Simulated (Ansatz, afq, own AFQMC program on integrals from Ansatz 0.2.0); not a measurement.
## AlH3⁺, doublet: AFQMC among the cluster methods

```yaml
atoms:
  - { symbol: Al, position_ang: [0.0000, 0.0525, -0.0428] }
  - { symbol: H, position_ang: [0.0000, 0.2215, -1.5940] }
  - { symbol: H, position_ang: [0.0000, 0.3605, 2.7834] }
  - { symbol: H, position_ang: [0.0000, -1.9867, -0.0428] }
```

Basis cc-pVDZ. Only valence electrons are correlated. Integrals, coupled cluster, full CI and functionals: Ansatz 0.2.0; the random walks run on the same integrals in our own AFQMC program. The CISD trial takes its coefficients from CCSD amplitudes. Released means that phaseless walkers are propagated on without the constraint, phases kept. Error bars are statistical, one sigma.

Determinant: ROHF, the one that the program's search chose, which needn't be the lowest solution. The geometry is a point of a scan.

Full CI on the same integrals is exact in this basis and with this determinant's frozen core.

Cautions: a spin-contaminated unrestricted determinant lies lower (UHF 648 meV lower, ⟨S²⟩ 1.41); strong correlation (T1 0.071, weight of the determinant 0.84, largest double 0.16); the released energies are still falling, so no released level is given (meV from the phaseless value at times in 1/Eh: -2.0 ± 1.5 at 0.24, -3.2 ± 1.3 at 0.51, -4.9 ± 1.2 at 0.99, -5 ± 3 at 1.62, -13 ± 3 at 2.40).

```
T1 diagnostic                               : 0.0705
weight of the determinant in the CISD state : 0.844
size of the correlated space                : 5 electrons in 28 orbitals
```

```json
{"level": "MP2", "correlation energy (eV)": "-1.6146"}
{"level": "CCSD", "correlation energy (eV)": "-2.3888"}
{"level": "CCSD(T)", "correlation energy (eV)": "-2.4440"}
```

(1) Estimate where full CI lies against CCSD(T) on the same integrals.

(1) 1.09 mEh below CCSD(T).

Reference: full CI, correlation energy -2.474 eV. The cautions show a poor starting determinant, so the rows tell how each method copes with it here, and full CI is the sure value.

```
        level  E − E(reference) (mEh)  share of correlation (%)
      CCSD(T)                    1.09                     98.80
        CCSDT                    0.04                     99.96
     CCSDT(Q)                    0.00                    100.00
       CCSDTQ                    0.00                    100.00
ph-AFQMC/CISD             0.95 ± 0.06                     98.95
```

CCSDT and higher add their correlation energy to the determinant of the CCSD(T) run, since their own runs factorise the integrals more tightly (a shift of under 2 meV). A walk keeps the symmetry of its determinant, which the program's search chose and which needn't be the lowest solution, so a lower state of the same spin and another symmetry isn't excluded.
